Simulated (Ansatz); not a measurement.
# Reading a saddle point

A first-order saddle point of CH₆SSi, closed shell, PBE0-D4/def2-TZVP, with one imaginary mode of 423i cm⁻¹:

| atom | x (Å) | y (Å) | z (Å) |
| --- | --- | --- | --- |
| Si1 | -0.7675 | -0.3494 | 0.5331 |
| C2 | 1.0162 | -0.9343 | 0.2893 |
| H3 | -1.5429 | 0.2073 | -0.9751 |
| S4 | -0.6904 | 1.3553 | -1.4091 |
| H5 | -0.6277 | 0.7612 | 1.5458 |
| H6 | 1.1289 | -1.4961 | -0.6407 |
| H7 | 1.2466 | -1.6246 | 1.1094 |
| H8 | 1.7450 | -0.1229 | 0.3124 |
| H9 | -1.5083 | 2.2033 | -0.7651 |

Ansatz 0.2.0; basis: def2-TZVPP and def2-QZVPP; cores frozen in the correlated methods. Extrapolation: Hartree–Fock as exp(−7.88 √X), correlation as X^−2.97.

Question: Which contacts change along the imaginary mode, and what lies on either side? (A judgement: the text doesn't fix the answer.)

Answer: By the calculation: The step is CH₄Si ([CH3][SiH]) + H₂S → CH₆SSi ([CH3][SiH2][SH]), with the molecules in contact on both sides. Shortening one way: Si1–H3, Si1–S4; lengthening the same way: H3–S4.
```tsv
pair	one side (Å)	saddle (Å)	other side (Å)
Si1–H3	3.05	1.78	1.49
Si1–S4	2.45	2.59	2.14
H3–S4	1.35	1.49	3.00
```

Question: Which side is lower, and how far does the saddle lie above each? (Judge from chemistry; the value comes from the calculation.)

Answer: The calculation gives: The side with Si1–H3, Si1–S4 short is lower by 243.5 kJ/mol; the saddle lies 287.1 kJ/mol above it and 43.6 kJ/mol above the other (CCSD(T) at an estimated basis limit (MP2 extrapolated from triple and quadruple zeta, plus CCSD(T) − MP2 in triple zeta); electronic energies).

T1 diagnostic: at most 0.016. The restricted Hartree–Fock reference is unstable towards an unrestricted one at one or more of these structures.

Losses and insertions of silylenes and their heavier kin drive the gas-phase chemistry of silicon and germanium vapour deposition.

Labels in which every atom is bracketed show which atoms are joined, not bond orders.

For scale, one of the runs: CCSD(T)/def2-TZVPP, 199 basis functions, launched by `ansatz run in.yaml --threads 2 --pin off --events-out ev --progress --plain --max-ram 4352MiB`. Time: 37 s of wall clock on 2 CPU threads of an Arm Neoverse V2; the host was shared. Peak host memory: 2.2 GiB.
